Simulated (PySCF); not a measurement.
# S: electron affinity

S⁻ [Ne] 3s2 3p5 (2P) → S [Ne] 3s2 3p4 (3P), as a difference of total energies. Computed with PySCF 2.14 in aug-cc-pwCVDZ, with the non-relativistic Hamiltonian (point nucleus). Correlated levels: valence: [Ne] frozen. The calculations carry no spin-orbit coupling.

```json
{"method": "UHF", "electron affinity (eV)": "0.915"}
{"method": "MP2 (valence)", "electron affinity (eV)": "1.797"}
{"method": "SCS-MP2 (valence)", "electron affinity (eV)": "1.776"}
{"method": "CCSD (valence)", "electron affinity (eV)": "1.722"}
{"method": "CCSD(T) (valence)", "electron affinity (eV)": "1.778"}
{"method": "CCSDT (valence)", "electron affinity (eV)": "1.783"}
```

Problem. How much does correlation contribute at CCSD(T) (valence)?

Solution. 1.778 − (0.915) = 0.863 eV, measured against UHF.

Errors of the correlated levels include the incompleteness of this basis and the frozen core.

For comparison: 2.077 eV (measured; photodetachment measurements, as compiled on the Wikipedia data page of electron affinities).
